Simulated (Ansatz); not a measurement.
`[SiH3][SiH2]S` → `[SiH3]`• + `[SiH2]S`•  (homolysis of the Si–Si bond)

Isolated molecules relaxed with PBE0-D4/def2-TZVP in Ansatz; ΔE leaves out vibrations. CCSD(T)/CBS is the MP2 limit (def2-TZVPP, def2-QZVPP) plus CCSD(T) − MP2 in def2-TZVPP, frozen cores. This one scheme is used for every species. Functionals use def2-TZVPP. B3LYP here is the variant with VWN-RPA as its local correlation; programs differ in this. Open shells (•) are unrestricted, without spin–orbit coupling. One conformer a species, not always the lowest.

`[SiH3][SiH2]S`:

Cartesian coordinates in Å:
```
Si 1.498 0.041 -0.399
Si -0.790 -0.319 -0.080
S -1.407 1.064 1.437
H 1.738 1.444 -0.827
H 2.003 -0.881 -1.451
H 2.235 -0.215 0.867
H -1.539 -0.087 -1.344
H -1.045 -1.721 0.349
H -2.693 0.674 1.448
```

`[SiH3]`•:

Cartesian coordinates in Å:
```
Si 0.309 -0.115 0.073
H -0.395 0.137 1.358
H -0.385 -1.160 -0.724
H 0.471 1.138 -0.708
```

`[SiH2]S`•:

Z-matrix (Å, degrees):
```
Si
S 1 2.132
H 1 1.492 2 111.4
H 1 1.488 2 105.0 3 119.6
H 2 1.344 1 94.7 3 53.7
```

(1) What is ΔE at CCSD(T)/CBS? (Best estimate.)

(2) What do these levels give: PBE-D4, r2SCAN-D4, B97M-V, r2SCAN0-D4, BHLYP-D4, B3LYP, RPA@PBE/def2-TZVPP, CCSD/def2-SVP, SCS-MP2/def2-TZVPP, CCSD/def2-TZVPP, HF/def2-QZVPP, SCS-MP2/def2-QZVPP? (Estimate.)

(3) What do rigid-rotor, harmonic-oscillator terms from PBE0-D4/def2-TZVP frequencies (298.15 K, 1 bar) make of the CCSD(T)/CBS value? (An estimate is asked.)

Largest T1 diagnostic among the species: 0.016.

Answers

(1) The calculation gave: +327.4 kJ/mol.

(2) The calculation gave: PBE-D4 307.5, r2SCAN-D4 297.7, B97M-V 317.5, r2SCAN0-D4 299.8, BHLYP-D4 311.4, B3LYP 293.7, RPA@PBE/def2-TZVPP 299.6, CCSD/def2-SVP 295.0, SCS-MP2/def2-TZVPP 319.5, CCSD/def2-TZVPP 309.2, HF/def2-QZVPP 232.4, SCS-MP2/def2-QZVPP 327.5 kJ/mol.

(3) The calculation gave: ΔZPE = -13.9 kJ/mol, ΔH = +316.7 kJ/mol, ΔS = 152 J/(mol·K), ΔG = +271.3 kJ/mol. Open shells count their whole term as degenerate.

At CCSD(T), def2-SVP lies −28.6 kJ/mol from the extrapolated value and def2-TZVPP −12.5 kJ/mol: correlation converges slowly with the basis, and small sets miss more of it in the bonded molecule than in its fragments. Leaving LDA and LC-ωPBE aside and taking each functional with its dispersion term where it has one, the values, not all of them listed here, spread over 33.9 kJ/mol, from BLYP-D4 to ωB97X-V. LDA lies +44.3 kJ/mol from PBE without D4, its usual overbinding.
